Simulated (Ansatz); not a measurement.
# BeP+ (singlet): wave-function methods side by side, cc-pVDZ

Aim: climb from Hartree-Fock through coupled cluster for BeP+ (singlet) at one geometry and basis, and see what each rung misses.

Computed with Ansatz 0.2.0, Gaussian basis. Level: cc-pVDZ, core rule «outside noble gas», up to 6 orbitals frozen.

To be run: UHF; CCSD(T) on RHF; CCSD(T) on UHF; BCCD(T) on RHF; CISD; CCSDT(Q) on RHF; CCSDT(Q) on UHF; CISDTQ; CCSDTQ on RHF; Full CI.

11 further runs of the same task are left out: 4 for a known fault of the program, 3 that didn't finish, 4 set aside as unsound or not needed.

### Step 1. The geometry

The geometry is a PBE0/def2-TZVP stationary point (not a proven minimum).

2 atoms, charge 1, spin multiplicity 1.

Atoms are counted from 1 here; the program's logs count them from 0.

Bond lengths: P1–Be2 2.002 Å.

### Step 2. UHF

File in.yaml:

```yaml
crystal:
  periodic: [false, false, false]
  atoms:
    - {symbol: P, position_ang: [0.000000, 0.000000, 0.000000]}
    - {symbol: Be, position_ang: [0.000000, 0.000000, 2.002300]}
basis:
  gaussian: {orbitals: cc-pVDZ}
total_charge: 1
magnetization: {spin_polarized: true, initial_magnetization: 0}
hamiltonian: {xc: hf}
output: {orbitals: {seedname: orbitals}}
```

Command:

```sh
> ansatz run in.yaml --threads 1 --pin off --events-out ev --progress --plain --max-ram 2393MiB
```

The runs that follow: CCSD(T) on RHF; CCSD(T) on UHF; BCCD(T) on RHF; CISD; CCSDT(Q) on RHF; CCSDT(Q) on UHF; CISDTQ; CCSDTQ on RHF; Full CI.

**Question.** What will the summary of the whole plan be? Wanted: FCI below the RHF energy; RMP2 from FCI; RCCSD from FCI; RCCSD(T) from FCI; RCCSDT(Q) from FCI; T1 diagnostic; effectively unpaired electrons.

As calculated:

```
                         quantity                       value
         FCI below the RHF energy                  -4.0753 eV
                    RMP2 from FCI             +27.50 kcal/mol
                   RCCSD from FCI              +9.06 kcal/mol
                RCCSD(T) from FCI              +5.03 kcal/mol
               RCCSDT(Q) from FCI              -0.22 kcal/mol
levels within 1 kcal/mol (43 meV)  CISDTQ, RCCSDT(Q), RCCSDTQ
                    T1 diagnostic                       0.026
   effectively unpaired electrons                        2.07
```

**Reading.** RCCSD(T) lands +5.03 kcal/mol from the yardstick (5.4 % of the correlation energy). RCCSDT(Q) falls below full CI, which methods that aren't variational can do. With 2.1 effectively unpaired electrons against 0 the state is strongly multireference. These misses are within one basis, not against nature.
